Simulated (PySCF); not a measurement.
Molfile (atoms numbered from 1):
```
C5H12O
     RDKit          3D

 18 17  0  0  0  0  0  0  0  0999 V2000
   -2.4251    0.7687   -0.3655 C   0  0  0  0  0  0  0  0  0  0  0  0
   -1.2399   -0.0532    0.1084 C   0  0  0  0  0  0  0  0  0  0  0  0
   -0.2726   -0.3941   -1.0125 C   0  0  0  0  0  0  0  0  0  0  0  0
    0.9279   -1.2004   -0.5465 C   0  0  0  0  0  0  0  0  0  0  0  0
    1.6936   -0.5732    0.4551 O   0  0  0  0  0  0  0  0  0  0  0  0
    2.4258    0.5293   -0.0019 C   0  0  0  0  0  0  0  0  0  0  0  0
   -2.9928    0.2382   -1.1355 H   0  0  0  0  0  0  0  0  0  0  0  0
   -3.1100    0.9957    0.4544 H   0  0  0  0  0  0  0  0  0  0  0  0
   -2.0979    1.7192   -0.7966 H   0  0  0  0  0  0  0  0  0  0  0  0
   -0.7011    0.4843    0.8943 H   0  0  0  0  0  0  0  0  0  0  0  0
   -1.5932   -0.9828    0.5697 H   0  0  0  0  0  0  0  0  0  0  0  0
   -0.7867   -0.9792   -1.7847 H   0  0  0  0  0  0  0  0  0  0  0  0
    0.0604    0.5257   -1.5071 H   0  0  0  0  0  0  0  0  0  0  0  0
    0.5893   -2.1423   -0.1060 H   0  0  0  0  0  0  0  0  0  0  0  0
    1.5706   -1.4461   -1.4062 H   0  0  0  0  0  0  0  0  0  0  0  0
    3.0890    0.8368    0.8072 H   0  0  0  0  0  0  0  0  0  0  0  0
    1.7849    1.3797   -0.2673 H   0  0  0  0  0  0  0  0  0  0  0  0
    3.0348    0.2689   -0.8795 H   0  0  0  0  0  0  0  0  0  0  0  0
  1  2  1  0
  2  3  1  0
  3  4  1  0
  4  5  1  0
  5  6  1  0
  1  7  1  0
  1  8  1  0
  1  9  1  0
  2 10  1  0
  2 11  1  0
  3 12  1  0
  3 13  1  0
  4 14  1  0
  4 15  1  0
  6 16  1  0
  6 17  1  0
  6 18  1  0
M  END
```

Geometry: PBE0-D3(BJ)/def2-TZVP; GIAO absolute shieldings from PySCF 2.14.0 with density-fitted response routines, gas phase, non-relativistic, averaged over equivalent atoms.

At PBE0/pcSseg-2 (384 basis functions):
```
      atoms  σ (ppm)
         C4    108.8
         C6    127.6
         C3    152.6
         C2    162.6
         C1    169.0
         O5    319.1
    H14/H15    27.94
H16/H17/H18    28.26
    H12/H13    30.06
    H10/H11    30.11
   H7/H8/H9    30.56
```

Question: Predict the values at B97-2/pcSseg-2 on the same geometry.

Answer: 
```csv
atoms,σ at B97-2/pcSseg-2,change
C4,108.7,-0.1
C6,127.1,-0.5
C3,152.0,-0.6
C2,161.4,-1.2
C1,167.9,-1.1
O5,316.0,-3.1
H14/H15,28.06,+0.12
H16/H17/H18,28.38,+0.12
H12/H13,30.17,+0.11
H10/H11,30.21,+0.10
H7/H8/H9,30.66,+0.10
```

The largest change is at O5 (ether oxygen). Cost: 384 basis functions. The order of the carbon signals is the same at both levels.
